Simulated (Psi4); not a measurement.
# One shape, several levels: C2H6Si (SMILES CC[SiH])

Aim: a comparison of 4 runs (HF/3-21G, HSE06/cc-pVDZ, M06-2X/cc-pVDZ, wB97X/cc-pVDZ) of C2H6Si. 

Program for the calculation: Psi4 1.11.

**1. The structure to begin with**

C2H6Si has 9 atoms, charge 0, and is taken as a singlet. SMILES: `CC[SiH]`. The C2–Si3 distance was set to 2.458 Å, away from the relaxed value.

Bond lengths: C1–C2 1.523 Å, C1–H4 1.094 Å, C1–H5 1.093 Å, C1–H6 1.092 Å, C2–H7 1.095 Å, C2–H8 1.111 Å, Si3–H9 1.532 Å. Angles: C1–C2–H7 111.7°, C1–C2–H8 109.8°, C2–C1–H4 112.0°, C2–C1–H5 111.1°, C2–C1–H6 111.0°, H7–C2–H8 104.1°, H4–C1–H5 107.1°, H4–C1–H6 108.1°, H5–C1–H6 107.3°. A long bond or contact: C2–Si3 2.458 Å.

**2. A single-point energy at HF/3-21G (run 1)**

Input file c2h6si.py:

```python
import psi4

psi4.set_memory('2200 MB')
psi4.set_num_threads(1)
psi4.core.set_output_file('psi4.out', False)

m = psi4.geometry("""
0 1
C     -0.909087     0.434075    -1.029946
C      0.107913    -0.625325    -0.626146
Si     1.475100    -0.358700     1.398700
H     -1.524387     0.111575    -1.874946
H     -0.413487     1.361475    -1.327746
H     -1.573887     0.674775    -0.197746
H      0.735513    -0.926325    -1.471546
H     -0.418487    -1.559225    -0.333846
H      0.401100     0.410600     2.175300
symmetry c1
""")

psi4.set_options({
    'basis': '3-21G',
    'puream': True,
    'e_convergence': 1e-09,
    'd_convergence': 1e-08,
    'scf_type': 'pk',
})

e, wfn = psi4.energy("hf", return_wfn=True)
psi4.oeprop(wfn, "LOWDIN_CHARGES", "QUADRUPOLE", "MAYER_INDICES", title="HF")
print(f'total energy {e:.8f} hartree = {e * 27.211386:.5f} eV')
```

On the command line:

```sh
$ python c2h6si.py
```

psi4.out:

```text
[...]
  Running in c1 symmetry.
[...]
  Nuclear repulsion =   85.783083978125489
[...]
  Multiplicity = 1
[...]
  Nalpha       = 16
  Nbeta        = 16
[...]
    Number of basis functions: 43
[...]
   @RHF iter   1:  -366.04115350957204   -1.15714e+00   6.61494e-03 ADIIS/DIIS
[...]
   @RHF iter  12:  -366.09708406977529   -1.59162e-12   3.59947e-09 DIIS
[...]
  @RHF Final Energy:  -366.09708406977529
   => Energetics <=
    Nuclear Repulsion Energy =             85.7830839781254895
    One-Electron Energy =                -674.3042982578234614
    Two-Electron Energy =                 222.4241302099225948
    Total Energy =                       -366.0970840697752919
[...]
 Multipole Moments:
 ------------------------------------------------------------------------------------
     Multipole            Electronic (a.u.)      Nuclear  (a.u.)        Total (a.u.)
 ------------------------------------------------------------------------------------
 L = 1.  Multiply by 2.5417464519 to convert [e a0] to [Debye]
 Dipole X            :          5.2418533           -5.3932856           -0.1514323
 Dipole Y            :         -1.1941296            1.2532813            0.0591517
 Dipole Z            :          4.4365345           -4.3874330            0.0491015
 Magnitude           :                                                    0.1698282
 L = 2.  Multiply by 1.3450342976 to convert [e a0^2] to [Debye ang]
 Quadrupole XX       :       -153.4005443          129.5304725          -23.8700718
 Quadrupole XY       :         35.5296789          -33.6115749            1.9181041
[...]
```

Standard output:

```text
total energy -366.09708407 hartree = -9962.00907 eV
```

Run time: 1.2 s. Hardware: 1 thread of Intel Xeon 6975P-C (Granite Rapids), shared host; peak memory 0.18 GiB.

**3. Energy and gradient at HSE06/cc-pVDZ (run 2)**

Input file c2h6si.xyz:

```xyz
9
C2H6Si
C     -0.909087     0.434075    -1.029946
C      0.107913    -0.625325    -0.626146
Si     1.475100    -0.358700     1.398700
H     -1.524387     0.111575    -1.874946
H     -0.413487     1.361475    -1.327746
H     -1.573887     0.674775    -0.197746
H      0.735513    -0.926325    -1.471546
H     -0.418487    -1.559225    -0.333846
H      0.401100     0.410600     2.175300
```

Input file calc.py:

```python
import psi4

psi4.set_memory('2200 MB')
psi4.set_num_threads(1)
psi4.core.set_output_file('psi4.out', False)

with open('c2h6si.xyz') as f:
    atoms = ''.join(f.readlines()[2:])
molecule = psi4.geometry('0 1\n' + atoms + 'symmetry c1')

options = {'basis': 'cc-pVDZ', 'puream': True, 'e_convergence': 1e-09, 'd_convergence': 1e-08, 'scf_type': 'pk', 'dft_radial_points': 99, 'dft_spherical_points': 590}
psi4.set_options(options)

e_tot, wfn = psi4.gradient('hse06', return_wfn=True)
print('gradient / Eh bohr^-1')
print(e_tot.np.round(6))
print(f'energy = {wfn.energy():.10f} Eh')
```

On the command line:

```sh
$ python calc.py
```

psi4.out:

```text
[...]
  Running in c1 symmetry.
[...]
  Nuclear repulsion =   85.783083978125489
[...]
  Multiplicity = 1
[...]
  Nalpha       = 16
  Nbeta        = 16
[...]
    Number of basis functions: 76
[...]
   @RKS iter   1:  -368.63342122762231   -4.33889e-01   1.02520e-02 ADIIS/DIIS
[...]
   @RKS iter  12:  -369.00212799073961   -4.14502e-10   6.67883e-09 DIIS
[...]
  @RKS Final Energy:  -369.00212799073961
   => Energetics <=
    Nuclear Repulsion Energy =             85.7830839781254895
    One-Electron Energy =                -677.0943244884608703
    Two-Electron Energy =                 248.2699732729075777
    DFT Exchange-Correlation Energy =     -25.9608607533117990
    Empirical Dispersion Energy =           0.0000000000000000
    VV10 Nonlocal Energy =                  0.0000000000000000
    Total Energy =                       -369.0021279907396661
[...]
  -Total Gradient:
     Atom            X                  Y                   Z
    ------   -----------------  -----------------  -----------------
       1       -0.013076940582     0.000471315379    -0.011167284951
       2       -0.008820091122     0.003108264459    -0.034589613442
       3        0.022544032778     0.006618723441     0.045270851626
       4        0.003192963433     0.003944552164     0.005030880709
       5       -0.001735472756    -0.005733009563     0.002212567729
       6        0.004922366405    -0.001781490396    -0.003629944075
       7       -0.010229227581    -0.002719497534    -0.000506220753
       8       -0.001525710409    -0.001946064326    -0.003410034171
       9        0.004715787767    -0.001962167844     0.000781126765
[...]
```

The script printed:

```text
gradient / Eh bohr^-1
[[-0.013077  0.000471 -0.011167]
 [-0.00882   0.003108 -0.03459 ]
 [ 0.022544  0.006619  0.045271]
 [ 0.003193  0.003945  0.005031]
 [-0.001735 -0.005733  0.002213]
 [ 0.004922 -0.001781 -0.00363 ]
 [-0.010229 -0.002719 -0.000506]
 [-0.001526 -0.001946 -0.00341 ]
 [ 0.004716 -0.001962  0.000781]]
energy = -369.0021279907 Eh
```

Run time: 41 s. Hardware: 1 thread of Intel Xeon 6975P-C (Granite Rapids), shared host; peak memory 1.5 GiB.

**4. A single-point energy at M06-2X/cc-pVDZ (run 3)**

Input file calc.dat:

```
memory 2.2 GB

molecule {
  C
  C 1 r2
  Si 2 r3 1 a3
  H 1 r4 2 a4 3 d4
  H 1 r5 4 a5 2 d5
  H 1 r6 5 a6 4 d6
  H 2 r7 1 a7 6 d7
  H 2 r8 7 a8 1 d8
  H 3 r9 2 a9 7 d9

  r2 = 1.523047
  r3 = 2.4577
  a3 = 120.95916
  r4 = 1.093904
  a4 = 112.04433
  d4 = -172.59995
  r5 = 1.092875
  a5 = 107.14328
  d5 = 122.07413
  r6 = 1.091995
  a6 = 107.25916
  d6 = -115.90627
  r7 = 1.095073
  a7 = 111.66655
  d7 = 176.02015
  r8 = 1.111173
  a8 = 104.09712
  d8 = 118.34492
  r9 = 1.532451
  a9 = 94.70986
  d9 = 164.89205
  units angstrom
  symmetry c1
}

set {
  reference rks
  puream true
  e_convergence 1e-09
  d_convergence 1e-08
  scf_type pk
  dft_radial_points 99
  dft_spherical_points 590
}

energy('m06-2x/cc-pVDZ')
```

On the command line:

```sh
$ psi4 -i calc.dat -o calc.out -n 1
```

calc.out:

```text
[...]
  Running in c1 symmetry.
[...]
  Nuclear repulsion =   85.783080337855580
[...]
  Multiplicity = 1
[...]
  Nalpha       = 16
  Nbeta        = 16
[...]
    Number of basis functions: 76
[...]
   @RKS iter   1:  -368.89781134427869   -6.44780e-01   8.31914e-03 ADIIS/DIIS
[...]
   @RKS iter  12:  -369.13478604772877   -2.47837e-11   8.08995e-09 DIIS
[...]
  @RKS Final Energy:  -369.13478604772877
   => Energetics <=
    Nuclear Repulsion Energy =             85.7830803378555800
    One-Electron Energy =                -677.0977890635894028
    Two-Electron Energy =                 238.3097105031964134
    DFT Exchange-Correlation Energy =     -16.1297878251913787
    Empirical Dispersion Energy =           0.0000000000000000
    VV10 Nonlocal Energy =                  0.0000000000000000
    Total Energy =                       -369.1347860477287668
[...]
 Multipole Moments:
 ------------------------------------------------------------------------------------
     Multipole            Electronic (a.u.)      Nuclear  (a.u.)        Total (a.u.)
 ------------------------------------------------------------------------------------
 L = 1.  Multiply by 2.5417464519 to convert [e a0] to [Debye]
 Dipole X            :         -0.7911781            0.8462946            0.0551164
 Dipole Y            :         -4.2901510            4.1741784           -0.1159726
 Dipole Z            :          5.6527273           -5.6362959            0.0164314
 Magnitude           :                                                    0.1294506
[...]
```

Wall time 25 s (1 thread of Intel Xeon 6975P-C (Granite Rapids), shared host); peak memory 1.7 GiB.

**5. Energy and forces at wB97X/cc-pVDZ (run 4)**

Input file c2h6si.json:

```json
{
 "schema_name": "qcschema_input",
 "schema_version": 1,
 "molecule": {
  "schema_name": "qcschema_molecule",
  "schema_version": 2,
  "symbols": ["C", "C", "Si", "H", "H", "H", "H", "H", "H"],
  "geometry": [-1.71792545, 0.82028287, -1.94631586, 0.20392602, -1.18169299, -1.18324445, 2.78753501, -0.67784476, 2.64315993, -2.88067394, 0.21084619, -3.54313444, -0.78137719, 2.57281488, -2.5090763, -2.97421538, 1.27513995, -0.37368578, 1.38991813, -1.75050055, -2.78081892, -0.79082582, -2.94650822, -0.63087751, 0.75796915, 0.77592155, 4.11072124],
  "molecular_charge": 0,
  "molecular_multiplicity": 1,
  "fix_symmetry": "c1",
  "fix_com": true,
  "fix_orientation": true
 },
 "driver": "gradient",
 "model": {
  "method": "wb97x",
  "basis": "cc-pVDZ"
 },
 "keywords": {
  "puream": true,
  "e_convergence": 1e-09,
  "d_convergence": 1e-08,
  "scf_type": "pk",
  "dft_radial_points": 99,
  "dft_spherical_points": 590,
  "scf_properties": ["MULLIKEN_CHARGES", "LOWDIN_CHARGES", "QUADRUPOLE"]
 }
}
```

On the command line:

```sh
$ psi4 --qcschema c2h6si.json -n 1 --memory 2200MB
```

stdout:

```text
[...]
  Running in c1 symmetry.
[...]
  Nuclear repulsion =   85.783083985952402
[...]
  Multiplicity = 1
[...]
  Nalpha       = 16
  Nbeta        = 16
[...]
    Number of basis functions: 76
[...]
   @RKS iter   1:  -369.00277754946262   -8.82748e-01   6.93550e-03 ADIIS/DIIS
[...]
   @RKS iter  13:  -369.17168288293658   -7.84439e-12   6.07229e-09 DIIS
[...]
  @RKS Final Energy:  -369.17168288293658
   => Energetics <=
    Nuclear Repulsion Energy =             85.7830839859524019
    One-Electron Energy =                -676.9985204596235917
    Two-Electron Energy =                 246.4931307468195882
    DFT Exchange-Correlation Energy =     -24.4493771560849247
    Empirical Dispersion Energy =           0.0000000000000000
    VV10 Nonlocal Energy =                  0.0000000000000000
    Total Energy =                       -369.1716828829365227
[...]
  -Total Gradient:
     Atom            X                  Y                   Z
    ------   -----------------  -----------------  -----------------
       1       -0.011094780021    -0.001092448456    -0.009625968871
       2       -0.014714946306     0.004991004160    -0.041354670994
       3        0.027576184169     0.005497341416     0.048707679604
       4        0.002905763329     0.003884144265     0.004577152377
       5       -0.001821639661    -0.005761085995     0.002102536313
       6        0.004912028640    -0.001758817398    -0.003874047238
       7       -0.009560362050    -0.002709457980    -0.000060378459
       8       -0.001130517670    -0.002239074280    -0.002284079316
       9        0.002861083751    -0.000773320175     0.001856872104
[...]
```

It took 25 s on 1 thread of Intel Xeon 6975P-C (Granite Rapids), shared host; peak memory 1.5 GiB.

**6. The series**

| run | level | task | integration grid | energy (Eh) | dipole moment (D) | HOMO energy (eV) | LUMO energy (eV) | wall time |
| --- | --- | --- | --- | --- | --- | --- | --- | --- |
| 1 | HF/3-21G | energy | – | -366.097084 | 0.43 | -8.27 | 0.30 | 1.2 s |
| 2 | HSE06/cc-pVDZ | gradient | 99 radial × 590 angular | -369.002128 | 0.27 | -5.78 | -3.33 | 41 s |
| 3 | M06-2X/cc-pVDZ | energy | 99 radial × 590 angular | -369.134786 | 0.33 | -7.05 | -2.05 | 25 s |
| 4 | wB97X/cc-pVDZ | gradient | 99 radial × 590 angular | -369.171683 | 0.33 | -8.32 | -0.79 | 25 s |

**7. Results**

| quantity | value |
| --- | --- |
| run 4: total energy | -369.17168 Eh |
| run 4: dipole moment | 0.33 D |
| run 4: HOMO energy | -8.32 eV |
| run 4: LUMO energy | -0.79 eV |
| run 4: HOMO–LUMO gap | 7.54 eV |
| run 4: largest force on an atom | 2.892 eV/Å |

What this shows: The dipole moment (its size) runs from 0.27 D (HSE06/cc-pVDZ) to 0.43 D (HF/3-21G). The two ends differ in method and basis. The HOMO–LUMO gap runs from 2.46 eV (HSE06/cc-pVDZ) to 8.57 eV (HF/3-21G). Totals of different functionals can't be ranked against each other. All runs together took 92 s, the longest 41 s.
